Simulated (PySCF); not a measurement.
**How the method moves the HOMO and LUMO of `CO[C@H](F)CF`**

Species: C3H6F2O.
Z-matrix (Å and degrees, PBE0-D3(BJ)/def2-SVP geometry), rows numbered from 1:
```
C 
O   1  1.4058
C   2  1.3596  1  114.86
F   3  1.3799  2  110.81  1   -72.15
C   3  1.5105  2  109.36  1   169.90
F   5  1.3642  3  109.96  2   -68.71
H   1  1.1057  2  111.18  3   -58.73
H   1  1.1025  2  111.50  3    62.98
H   1  1.0973  2  107.37  3  -177.67
H   3  1.1097  2  111.59  1    46.56
H   5  1.1019  3  108.95  2   170.86
H   5  1.1023  3  108.67  2    51.65
```

Basis pcSseg-2 throughout (PySCF), one geometry. One conformer (not necessarily the lowest) at the PBE0-D3(BJ)/def2-SVP geometry, without solvent, vibrations or thermal averaging.

Problem. How do the orbital energies, the gap and the dipole change with the method?

Solution. 
```tsv
method	kind	HOMO (eV)	LUMO (eV)	gap (eV)	μ (D)	SCF cycles
BLYP	GGA	-6.95	0.02	6.97	1.22	16
OPBE	GGA	-6.95	0.12	7.07	1.15	16
PBE	GGA	-7.02	0.05	7.07	1.20	15
B97-D	GGA	-7.05	0.19	7.24	1.21	15
BP86	GGA	-7.12	0.20	7.33	1.21	15
LDA	LDA	-7.16	-0.05	7.12	1.26	15
KT2	GGA	-7.18	0.10	7.28	1.19	16
KT3	GGA	-7.20	-0.14	7.06	1.17	16
B97-2	global hybrid	-8.36	0.78	9.14	1.25	14
B3LYP	global hybrid	-8.41	0.43	8.84	1.27	14
PBE0	global hybrid	-8.64	0.76	9.39	1.26	14
mPW1PW91	global hybrid	-8.68	0.71	9.38	1.26	13
CAM-B3LYP	range-separated hybrid	-10.14	1.37	11.51	1.32	13
BHandHLYP	global hybrid	-10.25	1.21	11.46	1.33	12
wB97X-D	range-separated hybrid	-10.56	2.45	13.01	1.28	14
LC-wPBE	range-separated hybrid	-11.45	2.50	13.95	1.33	14
HF	Hartree–Fock	-12.79	2.75	15.54	1.38	10
```

The HOMO spans 5.84 eV, from BLYP down to HF, and the gap runs from 6.97 eV (BLYP) to 15.54 eV (HF). Over the methods BLYP (0 %), OPBE (0 %), PBE (0 %), B97-D (0 %), BP86 (0 %), LDA (0 %), KT2 (0 %), KT3 (0 %), B97-2 (21 %), B3LYP (20 %), PBE0 (25 %), mPW1PW91 (25 %), BHandHLYP (50 %), HF (100 %), a straight line through the gap against the share of exact exchange rises by 0.85 eV for each 10 % (correlation coefficient 0.999). The dipole ranges from 1.15 D (OPBE) to 1.38 D (HF). This basis has no diffuse functions.
